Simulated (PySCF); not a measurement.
EPR parameters of C4H9OS

Species: C₄H₉OS (doublet state).
Cartesian coordinates in Å at the GFN2-xTB level; atoms count from 1:
```
atom  x, y, z in Å
C1    -2.4007   -0.0360   -0.1035
C2    -1.1106    0.5717    0.4711
C3     0.0741    0.2997   -0.3622
S4     1.0945   -1.0732    0.0094
C5     2.7217   -0.1516    0.0452
O6     0.8185   -1.4641    1.3926
H7    -2.5985    0.3548   -1.0995
H8    -3.2422    0.2046    0.5409
H9    -2.3053   -1.1172   -0.1645
H10   -0.9286    0.1556    1.4650
H11   -1.2505    1.6547    0.5613
H12    0.0759    0.5862   -1.4015
H13    2.6634    0.6176    0.8055
H14    3.4963   -0.8697    0.2900
H15    2.8876    0.2750   -0.9358
```

The hyperfine couplings belong to this conformer and change with its torsions.

As a line formula: `CC[CH][S@@](C)=O` [radical].

Method used: UKS B3LYP, pcH-1 on C H O S, non-relativistic, mean-field spin-orbit, GIAO (PySCF 2.14.0). Geometry: GFN2-xTB, one conformer, isolated molecule. The geometry wasn't refined by DFT: couplings that depend on bond lengths, twists or pyramidal angles can differ widely from those at the functional's own minimum. No stability test was run, so a lower SCF solution isn't excluded.

```json
{"g1, g2, g3": "2.00127, 2.00228, 2.00399", "g_iso": "2.00252", "Form of g": "rhombic: the two nearest values differ by 37 % of g3 − g1", "⟨S²⟩": "0.7556 (exact 0.7500)", "α and β electrons": "29, 28", "Total energy": "-631.17575 Eh"}
```

Hyperfine couplings atom by atom, in mT; T1 to T3 are the principal values of the dipolar part (MHz turned into mT with g_iso):

```json
{"atom": "C1", "isotope": "13C", "a_iso": "2.45", "of which spin–orbit": "0.00", "T1": "-0.19", "T2": "-0.19", "T3": "0.39", "Mulliken spin population": "0.04"}
{"atom": "C2", "isotope": "13C", "a_iso": "-0.90", "of which spin–orbit": "0.00", "T1": "-0.09", "T2": "0.01", "T3": "0.09", "Mulliken spin population": "-0.07"}
{"atom": "C3", "isotope": "13C", "a_iso": "4.03", "of which spin–orbit": "0.00", "T1": "-2.58", "T2": "-2.55", "T3": "5.14", "Mulliken spin population": "0.91"}
{"atom": "S4", "isotope": "33S", "a_iso": "0.97", "of which spin–orbit": "0.00", "T1": "-0.37", "T2": "-0.14", "T3": "0.51", "Mulliken spin population": "0.02"}
{"atom": "C5", "isotope": "13C", "a_iso": "3.46", "of which spin–orbit": "0.00", "T1": "-0.28", "T2": "-0.27", "T3": "0.55", "Mulliken spin population": "0.07"}
{"atom": "O6", "isotope": "17O", "a_iso": "-0.02", "of which spin–orbit": "0.00", "T1": "-0.32", "T2": "0.06", "T3": "0.26", "Mulliken spin population": "0.01"}
{"atom": "H7", "isotope": "1H", "a_iso": "-0.13", "of which spin–orbit": "0.00", "T1": "-0.16", "T2": "-0.08", "T3": "0.23", "Mulliken spin population": "0.00"}
{"atom": "H8", "isotope": "1H", "a_iso": "0.44", "of which spin–orbit": "0.00", "T1": "-0.12", "T2": "-0.05", "T3": "0.17", "Mulliken spin population": "0.01"}
{"atom": "H9", "isotope": "1H", "a_iso": "-0.16", "of which spin–orbit": "0.00", "T1": "-0.17", "T2": "-0.06", "T3": "0.23", "Mulliken spin population": "0.00"}
{"atom": "H10", "isotope": "1H", "a_iso": "0.19", "of which spin–orbit": "0.00", "T1": "-0.15", "T2": "-0.15", "T3": "0.30", "Mulliken spin population": "0.00"}
{"atom": "H11", "isotope": "1H", "a_iso": "2.71", "of which spin–orbit": "0.00", "T1": "-0.19", "T2": "-0.13", "T3": "0.32", "Mulliken spin population": "0.03"}
{"atom": "H12", "isotope": "1H", "a_iso": "-1.53", "of which spin–orbit": "0.00", "T1": "-1.19", "T2": "-0.06", "T3": "1.25", "Mulliken spin population": "-0.03"}
{"atom": "H13", "isotope": "1H", "a_iso": "-0.18", "of which spin–orbit": "0.00", "T1": "-0.22", "T2": "-0.03", "T3": "0.25", "Mulliken spin population": "0.01"}
{"atom": "H14", "isotope": "1H", "a_iso": "0.29", "of which spin–orbit": "0.00", "T1": "-0.16", "T2": "-0.06", "T3": "0.23", "Mulliken spin population": "0.01"}
{"atom": "H15", "isotope": "1H", "a_iso": "-0.18", "of which spin–orbit": "0.00", "T1": "-0.19", "T2": "-0.07", "T3": "0.26", "Mulliken spin population": "0.00"}
```

Largest spin populations (Mulliken): C3 (+0.91), C5 (+0.07) and C2 (-0.07). No atom but C3 exceeds +0.15. The angles at C3 add up to 353.7°, so it is slightly pyramidal.

Under fast tumbling the dipolar parts average out, and these isotropic splittings remain: 1 × 1H (H11, I = 1/2, 2 lines) with 2.71 mT, 1 × 1H (H12, I = 1/2, 2 lines) with 1.53 mT, 1 × 1H (H10, I = 1/2, 2 lines) with 0.19 mT and 3 × 1H (H7/H8/H9, I = 1/2, 4 lines) with 0.05 mT.

Class means assume fast exchange of nuclei equivalent by connectivity; if that motion is slow, each nucleus keeps its own coupling. The three 1H nuclei of mean +1.4 MHz run from -4.4 to 12.3 MHz in the frozen geometry.

The 13C coupling of C3 (112.8 MHz) shows only in satellite lines or after enrichment, since that isotope makes up about 1.07 % of natural carbon.

The 33S coupling of S4 (27.1 MHz) shows only in satellite lines or after enrichment, since that isotope makes up about 0.76 % of natural sulfur.

The spin density at the nucleus, in bohr⁻³, is negative for C2 (-0.0225) and H12 (-0.0096), for instance. A restricted open-shell determinant has no negative spin density anywhere; here it arises because α and β orbitals differ (spin polarisation).

Time: 63 s of wall time (with the writing of density and orbital grids); peak memory 0.89 GiB. Hardware: Arm Neoverse V1, one thread, shared host with 32 logical CPUs at a one-minute load of 21.
